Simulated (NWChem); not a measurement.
# [BH4]− (borohydride) at 6 levels

Aim: a comparison of 6 runs (HF/STO-3G, HF/def2-SVP, B3LYP/6-31G*, M06-2X/6-31G**, PBE0/def2-SVP, wB97X/pcseg-1) of [BH4]− (borohydride). 

The calculation is run with NWChem 7.3.0.

## 1. The structure to begin with

The species is [BH4]− (5 atoms), meant as a singlet with charge -1. SMILES: `[BH4-]`. The coordinates come from a GFN2-xTB relaxation.

Bond lengths: B1–H2 1.228 Å, B1–H3 1.229 Å, B1–H4 1.229 Å, B1–H5 1.229 Å. Angles: H2–B1–H3 109.5°, H2–B1–H4 109.5°, H2–B1–H5 109.5°, H3–B1–H4 109.5°, H3–B1–H5 109.4°, H4–B1–H5 109.5°.

## 2. Energy and forces at HF/STO-3G (run 1)

run.py reads:

```python
from ase import Atoms
from ase.calculators.nwchem import NWChem

molecule = Atoms(['B', 'H', 'H', 'H', 'H'], positions=[
    [0.000100, 0.000170, -0.000110],
    [0.683660, 0.997010, 0.217690],
    [0.726340, -0.988490, -0.067070],
    [-0.600410, 0.139700, -1.063360],
    [-0.809690, -0.148380, 0.912850],
])

calc = NWChem(
    label='job',
    theory='scf',
    memory='2200 mb',
    basis='STO-3G',
    basispar='spherical bse',
    charge=-1,
    scf={'nopen': '0', 'rhf': None, 'thresh': '1e-08', 'maxiter': '80', 'print': 'low'},
)
molecule.calc = calc

forces = molecule.get_forces()
print("Total energy (eV):", round(molecule.get_potential_energy(), 6))
print("forces (eV/A):")
for s, f in zip(molecule.symbols, forces):
    print(f"{s:2s} {f[0]:10.5f} {f[1]:10.5f} {f[2]:10.5f}")
```

On the command line:

```sh
export ASE_NWCHEM_COMMAND="nwchem PREFIX.nwi > PREFIX.nwo"
python run.py
```

Standard output:

```text
Total energy (eV): -722.394663
forces (eV/A):
B    -0.01836   -0.01152    0.00535
H    -0.80635   -1.18009   -0.25824
H    -0.86106    1.17829    0.07883
H     0.71538   -0.16738    1.27840
H     0.97039    0.18075   -1.10434
```

The calculator wrote job.nwi:

```
title "job"

permanent_dir job

scratch_dir job

start job

geometry units angstrom nocenter noautosym noautoz
  B  1.0000000000000000e-04 1.7000000000000001e-04 -1.1000000000000000e-04
  H  6.8366000000000005e-01 9.9700999999999995e-01 2.1768999999999999e-01
  H  7.2633999999999999e-01 -9.8848999999999998e-01 -6.7070000000000005e-02
  H  -6.0041000000000000e-01 1.3969999999999999e-01 -1.0633600000000001e+00
  H  -8.0969000000000002e-01 -1.4838000000000001e-01 9.1285000000000005e-01
end

charge -1

memory 2200 mb

basis spherical bse noprint
   * library STO-3G
end

scf
  nopen 0
  rhf
  thresh 1e-08
  maxiter 80
  print low
end

task scf gradient
```

job.nwo:

```text
Northwest Computational Chemistry Package (NWChem) 7.3.0
             --------------------------------------------------------

           Job information
           ---------------

    nwchem branch   = 7.3.0
    use scalapack   = T
    input           = job.nwi
    prefix          = job.
    data base       = job/job.db
    status          = startup
    nproc           =        1

           Memory information
           ------------------

[... 5 lines left out ...]
    hardfail = no
[... 102 lines left out ...]
       Final RHF  results
[... 3 lines left out ...]
      One-electron energy =    -58.402572689711
[... 1 line left out ...]
 Nuclear repulsion energy =     10.195337094922
[... 6 lines left out ...]
                         RHF ENERGY GRADIENTS

    atom               coordinates                        gradient
                 x          y          z           x          y          z
   1 B       0.000189   0.000321  -0.000208    0.000357   0.000224  -0.000104
   2 H       1.291930   1.884076   0.411374    0.015681   0.022949   0.005022
   3 H       1.372584  -1.867975  -0.126744    0.016745  -0.022914  -0.001533
   4 H      -1.134610   0.263995  -2.009459   -0.013912   0.003255  -0.024861
   5 H      -1.530092  -0.280398   1.725036   -0.018871  -0.003515   0.021476

 Task  times  cpu:        0.1s     wall:        0.1s
 Total times  cpu:        0.1s     wall:        0.1s
```

Run time: 1 s. Hardware: 1 thread of INTEL XEON PLATINUM 8581C at 2.30GHz (Emerald Rapids), shared host; peak memory 0.098 GiB.

## 3. Energy and gradient at HF/def2-SVP (run 2)

bh4.xyz reads:

```xyz
5
BH4
B      0.000100     0.000170    -0.000110
H      0.683660     0.997010     0.217690
H      0.726340    -0.988490    -0.067070
H     -0.600410     0.139700    -1.063360
H     -0.809690    -0.148380     0.912850
```

bh4.nw reads:

```
start bh4
title "BH4"
memory 2200 mb
charge -1

geometry units angstrom noautosym nocenter noautoz
 load bh4.xyz
end

basis spherical bse
 * library def2-SVP
end

scf
 singlet
 rhf
 thresh 1e-08
 maxiter 80
 noprint "final vectors analysis"
end

task scf gradient
```

On the command line:

```sh
nwchem bh4.nw > bh4.out
```

Standard output:

```text
[...]
  functions       =    34
[...]
  wavefunction    = RHF
[...]
         Total SCF energy =    -26.953825285487
      One-electron energy =    -57.757836824697
      Two-electron energy =     20.608674444287
 Nuclear repulsion energy =     10.195337094922
        Time for solution =      0.4s
[...]
                         RHF ENERGY GRADIENTS
    atom               coordinates                        gradient
                 x          y          z           x          y          z
   1 B       0.000189   0.000321  -0.000208    0.000315   0.000155  -0.000060
   2 H       1.291930   1.884076   0.411374   -0.005724  -0.008297  -0.001809
   3 H       1.372584  -1.867975  -0.126744   -0.006002   0.008100   0.000560
   4 H      -1.134610   0.263995  -2.009459    0.004898  -0.001121   0.008517
   5 H      -1.530092  -0.280398   1.725036    0.006513   0.001161  -0.007208
[...]
```

Run time: 1.1 s. Hardware: 1 thread of INTEL XEON PLATINUM 8581C at 2.30GHz (Emerald Rapids), shared host; peak memory 0.099 GiB.

Run 3 isn't shown in full; the table further down has it.

## 4. Energy and gradient at M06-2X/6-31G(d,p) (spherical functions) (run 4)

bh4.nw reads:

```
START bh4
TITLE "BH4"
memory 2200 mb
charge -1

GEOMETRY units angstrom noautosym nocenter noautoz
B        0.000100       0.000170      -0.000110
H        0.683660       0.997010       0.217690
H        0.726340      -0.988490      -0.067070
H       -0.600410       0.139700      -1.063360
H       -0.809690      -0.148380       0.912850
END

BASIS spherical bse
* library 6-31G**
END

DFT
xc m06-2x
grid xfine
convergence energy 1e-08
maxiter 100
mulliken
END

TASK dft gradient
```

On the command line:

```sh
nwchem bh4.nw > bh4.out
```

Standard output:

```text
[...]
          Wavefunction type:  closed shell.
          No. of atoms     :     5
          No. of electrons :    10
[...]
          Charge           :    -1
          Spin multiplicity:     1
[...]
          AO basis - number of functions:    34
[...]
              XC Information
              --------------
                       M06-2X Method XC Functional
                     Hartree-Fock (Exact) Exchange  0.540
                        M06-2X Exchange Functional  1.000
                      M06-2X Correlation Potential  1.000
[...]
 d= 0,ls=0.0,diis     1    -27.1592973092 -3.74D+01  1.92D-02  2.54D-01     0.9
[...]
 d= 0,ls=0.0,diis     6    -27.2145193490 -9.81D-09  2.46D-06  1.23D-09     4.5
         Total DFT energy =      -27.214519349007
      One electron energy =      -58.034475596160
           Coulomb energy =       26.371947682167
    Exchange-Corr. energy =       -5.747328529937
 Nuclear repulsion energy =       10.195337094922
[...]
  wavefunction    = closed shell
                         DFT ENERGY GRADIENTS
    atom               coordinates                        gradient
                 x          y          z           x          y          z
   1 B       0.000189   0.000321  -0.000208    0.000308   0.000151  -0.000058
   2 H       1.291930   1.884076   0.411374   -0.001558  -0.002222  -0.000483
   3 H       1.372584  -1.867975  -0.126744   -0.001578   0.002081   0.000151
   4 H      -1.134610   0.263995  -2.009459    0.001242  -0.000272   0.002055
   5 H      -1.530092  -0.280398   1.725036    0.001586   0.000261  -0.001665
[...]
```

Run time: 6.6 s. Hardware: 1 thread of INTEL XEON PLATINUM 8581C at 2.30GHz (Emerald Rapids), shared host; peak memory 0.12 GiB.

Run 5 isn't shown in full; the table further down has it.

## 5. Energy and gradient at wB97X/pcseg-1 (run 6)

bh4.nw reads:

```
start bh4
title "BH4"
memory 2200 mb
charge -1

geometry units bohr noautosym nocenter noautoz
  B   0.00018897  0.00032125 -0.00020787
  H   1.29193016  1.88407584  0.41137448
  H   1.37258367 -1.86797538 -0.12674393
  H  -1.13461046  0.26399474 -2.00945917
  H  -1.53009235 -0.28039756  1.72503649
end

basis "ao basis" spherical bse
  B library pcseg-1
  H library pcseg-1
end

dft
  xc wb97x
  grid xfine
  convergence energy 1e-08
  maxiter 100
  mulliken
end

task dft gradient
```

On the command line:

```sh
nwchem bh4.nw > bh4.out
```

Standard output:

```text
[...]
          Wavefunction type:  closed shell.
          No. of atoms     :     5
          No. of electrons :    10
[...]
          Charge           :    -1
          Spin multiplicity:     1
[...]
          AO basis - number of functions:    34
[...]
              XC Information
              --------------
                       wb97x  Method XC Functional
                     Hartree-Fock (Exact) Exchange  1.000
                         wb97x Exchange Functional  1.000
                      wb97x Correlation Functional  1.000
[...]
 d= 0,ls=0.0,diis     1    -27.1780984209 -3.74D+01  1.85D-02  2.55D-01     1.4
[...]
 d= 0,ls=0.0,diis     7    -27.2360427809 -2.33D-09  8.67D-07  3.53D-11     9.1
         Total DFT energy =      -27.236042780876
      One electron energy =      -57.830129823635
           Coulomb energy =       26.104428429393
    Exchange-Corr. energy =       -5.705677754414
 Nuclear repulsion energy =       10.195336367780
[...]
  wavefunction    = closed shell
[...]
                         DFT ENERGY GRADIENTS
    atom               coordinates                        gradient
                 x          y          z           x          y          z
   1 B       0.000189   0.000321  -0.000208    0.000321   0.000151  -0.000055
   2 H       1.291930   1.884076   0.411374   -0.004263  -0.006170  -0.001346
   3 H       1.372584  -1.867975  -0.126744   -0.004449   0.005993   0.000415
   4 H      -1.134610   0.263995  -2.009459    0.003611  -0.000823   0.006257
   5 H      -1.530092  -0.280398   1.725036    0.004779   0.000848  -0.005271
[...]
```

Run time: 12 s. Hardware: 1 thread of INTEL XEON PLATINUM 8581C at 2.30GHz (Emerald Rapids), shared host; peak memory 0.12 GiB.

## 6. The series

| run | level | Cartesian functions | iteration cap | energy (Eh) | largest force (eV/Å) | wall time |
| --- | --- | --- | --- | --- | --- | --- |
| 1 | HF/STO-3G | no | 80 | -26.547514 | 1.481 | 1 s |
| 2 | HF/def2-SVP | no | 80 | -26.953825 | 0.527 | 1.1 s |
| 3 | B3LYP/6-31G* (Cartesian functions) | yes | 100 | -27.246889 | 0.261 | 3.6 s |
| 4 | M06-2X/6-31G** (spherical functions) | no | 100 | -27.214519 | 0.142 | 6.6 s |
| 5 | PBE0/def2-SVP | no | 100 | -27.178428 | 0.475 | 4.8 s |
| 6 | wB97X/pcseg-1 | no | 100 | -27.236043 | 0.392 | 12 s |

## 7. What came out

| quantity | value |
| --- | --- |
| run 6: total energy | -27.23604 Eh |
| run 6: HOMO energy | -4.26 eV |
| run 6: LUMO energy | 10.23 eV |
| run 6: HOMO–LUMO gap (to an unbound level, set by the basis) | 14.49 eV |
| run 6: largest force on an atom | 0.392 eV/Å |

In words: Over runs 3, 4, 5, 6 the HOMO–LUMO gap runs from 11.65 eV (PBE0/def2-SVP) to 14.84 eV (M06-2X/6-31G**). The two ends differ in method and basis. The empty levels of an anion lie above zero and hang on the basis. Totals of different functionals can't be ranked against each other. In run 1 the basis is minimal, so the values are rough. All runs together took 29 s, the longest 12 s.
